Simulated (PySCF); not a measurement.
**Which functional comes closest?**

Molecule: `PPP`, H$_{5}$P$_{3}$.

Molfile (atoms numbered from 1):
```
H5P3
     RDKit          3D

  8  7  0  0  0  0  0  0  0  0999 V2000
    1.7194   -0.1222   -0.2033 P   0  0  0  0  0  0  0  0  0  0  0  0
    0.0062   -0.4839    1.2061 P   0  0  0  0  0  0  0  0  0  0  0  0
   -1.5823   -0.3505   -0.3767 P   0  0  0  0  0  0  0  0  0  0  0  0
    1.6368    1.2995   -0.0669 H   0  0  0  0  0  0  0  0  0  0  0  0
    2.7007   -0.2190    0.8334 H   0  0  0  0  0  0  0  0  0  0  0  0
    0.1116   -1.9058    1.0706 H   0  0  0  0  0  0  0  0  0  0  0  0
   -1.7076    1.0686   -0.2447 H   0  0  0  0  0  0  0  0  0  0  0  0
   -2.6446   -0.5847    0.5529 H   0  0  0  0  0  0  0  0  0  0  0  0
  1  2  1  0
  2  3  1  0
  1  4  1  0
  1  5  1  0
  2  6  1  0
  3  7  1  0
  3  8  1  0
M  END
```

Geometry PBE0-D3(BJ)/def2-SVP throughout; GIAO in PySCF 2.14, gas phase, one conformer, non-relativistic; equivalent atoms averaged; basis pcSseg-2.

Reference values (measured; solution; W. H. Hersh, T.-Y. Chan, Beilstein J. Org. Chem. 19 (2023) 36, supporting information): δ(P1/P3) = -162.6 ppm vs 85 % H3PO4, δ(P2) = -179.1 ppm vs 85 % H3PO4. Computed shifts are taken against H3PO4, calculated as an isolated molecule at each level.

How do the functionals WP04, B97-2, BHandHLYP, CAM-B3LYP, wB97X-D, LC-wPBE perform against the reference? Times are CPU seconds on 1 thread of an Arm Neoverse V2, shared host.

Results:


```tsv
functional	kind	P1/P3	P2	mean abs. error P	core-s
WP04	global hybrid	-158.0	-107.0	38.3	9.9
B97-2	global hybrid	-198.7	-156.6	29.3	10
BHandHLYP	global hybrid	-193.2	-156.9	26.4	9.8
CAM-B3LYP	range-separated hybrid	-202.7	-162.4	28.4	14
wB97X-D	range-separated hybrid	-208.9	-173.4	26.0	14
LC-wPBE	range-separated hybrid	-226.0	-200.7	42.5	17
```

For ³¹P the closest is wB97X-D (26.0 ppm) and the furthest LC-wPBE (42.5 ppm). One molecule is a small sample, and vibrational and solvent effects are absent from the calculation.
